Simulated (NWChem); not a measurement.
System: hydrazine (N$_{2}$H$_{4}$); SMILES NN

All runs: NWChem. Each level has its own optimisation; frequencies are unscaled.

For level Hartree-Fock/STO-3G:

- r N–N (Å) = 1.458
- highest harmonic frequency (cm⁻¹) = 4052
- lowest (cm⁻¹) = 324
- zero-point energy (kcal/mol) = 38.5
- dipole (D) = 2.26

Task: Estimate the same quantities for level PBE0/def2-SVP.

Result: The r N–N (Å) comes out as 1.403 and the highest harmonic frequency (cm⁻¹) is 3601. The lowest (cm⁻¹) is 483 and the zero-point energy (kcal/mol) is 33.7. The dipole (D) is 2.03.
